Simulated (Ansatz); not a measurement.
B20 (FeSi-type) FeSi, treated with rVV10 in Ansatz (plane waves, PAW).

Total energies, extrapolated to zero smearing (they compare only within this program, potentials and cutoff):

Magnetic elements are taken in their magnetic phases.

| system | energy (eV/atom) |
|---|---|
| B20 (FeSi-type) FeSi, relaxed | -2575.4583 |
| bcc Fe | -4503.5071 |
| diamond-structure Si | -646.5750 |

### Question
Work out the enthalpy of formation per atom.

### Answer
ΔH_f ≈ ΔE = -2575.4583 − [1 × (-4503.5071) + 1 × (-646.5750)]/2 = -0.417 eV/atom (0 K, no vibrations). The reference value is -0.400 ± 0.02 eV/atom (measured, 298 K, copied from a table, unchecked, no zero-point or thermal correction; as tabulated in Wang et al. (2021), doi:10.1038/s41598-021-94550-5), a difference of -0.017 eV/atom.

The PAW data were made under PBE.

Ansatz is an electronic-structure program.
